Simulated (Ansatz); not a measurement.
Reaction (SMILES): ClO (OH-Cl) → [O]Cl (O-Cl) + H atom
B3LYP-D3(BJ)/def2-TZVP geometries, fixed; electronic energies without zero-point terms.

Core correlation in the bond dissociation energy at MP2 with Ansatz (a program for electronic structure), in kcal/mol: frozen core against 1s of Al to Cl frozen alone. Core-valence sets carry the plain set on hydrogen. Open shells are unrestricted.

| basis | functions, most | frozen core | 1s of Al to Cl frozen alone | core term (second minus first) |
|---|---|---|---|---|
| cc-pV(D+d)Z | 42 | 101.57 | 101.72 | 0.15 |
| cc-pCVDZ | 50 | 102.63 | 102.76 | 0.13 |
| cc-pV(T+d)Z | 83 | 106.39 | 106.99 | 0.60 |
| cc-pCVTZ | 116 | 106.33 | 106.44 | 0.11 |
| cc-pwCVTZ | 116 | 106.19 | 106.26 | 0.08 |
| cc-pV(Q+d)Z | 149 | 108.01 | 108.33 | 0.32 |
| cc-pCVQZ | 223 | 107.92 | 107.99 | 0.07 |
| cc-pwCVQZ | 223 | 107.92 | 107.97 | 0.05 |

The largest core-valence set, cc-pwCVQZ, gives a core term of 0.05 kcal/mol; the valence set cc-pV(Q+d)Z, which lacks functions for the core, gives 0.32.
